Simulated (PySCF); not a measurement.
**CClFOS, a complex of two parts: interaction energy**

An exercise on one series of results from a longer session: the logs are not shown, and one member is left open.

Computed with PySCF 2.14.0; each step states its level. No surroundings beyond the atoms listed, unless a continuum is named. Atoms count from 0, parts from 1.

## The system as given

5 atoms, charge 0, multiplicity 1; geometry: GFN2-xTB. Parts: 1 = atoms 0–1, `FCl`, charge 0; 2 = atoms 2–4, `O=C=S`, charge 0.

The first run:

The job: settings as JSON, then the geometry in Å.

```
{"job": {"xc": "PBE0", "basis": "def2-SVPD", "d3": "d3bj", "grid": 2, "kind": "geom"}, "charge": 0, "multiplicity": 1, "parts": [{"atoms": "0-1", "charge": 0, "multiplicity": 1}, {"atoms": "2-4", "charge": 0, "multiplicity": 1}]}
Cl     0.680868     0.075755     0.154061
F     -0.883508    -0.402178    -0.283787
O      2.959555     0.920848     0.860552
C      3.386555     1.874277     1.360657
S      3.953597     3.137391     2.023329
```

The run is started by

```sh
$ OMP_NUM_THREADS=1 python cluster_run.py task.json out
```

The driver reads the jobs from task.json and runs them one after another.

Among the steps run: Relaxing the molecule at PBE0-D3(BJ)/def2-SVPD; Coupled-cluster interaction energy: CCSD(T) and MP2.

One of the session's tables, all rows but one given; the rest of the session is left out.

It belongs to the step «Coupled-cluster interaction energy: CCSD(T) and MP2». 

| method | interaction energy (kcal/mol) |
| --- | --- |
| HF/aug-cc-pVDZ | ? |
| MP2/aug-cc-pVDZ | -1.72 |
| CCSD/aug-cc-pVDZ | -1.07 |
| CCSD(T)/aug-cc-pVDZ | -1.41 |
| HF/aug-cc-pVTZ | 0.00 |
| MP2/aug-cc-pVTZ | -2.07 |
| SCS-MP2/aug-cc-pVTZ | -1.42 |
| MP2, extrapolated | -2.24 |
| CCSD(T), limit estimate | -1.93 |

Q: Estimate the row for HF/aug-cc-pVDZ from the others.

As computed: interaction energy (kcal/mol): -0.05. In the column «interaction energy (kcal/mol)» it lies between CCSD/aug-cc-pVDZ (-1.07) and HF/aug-cc-pVTZ (0.00).
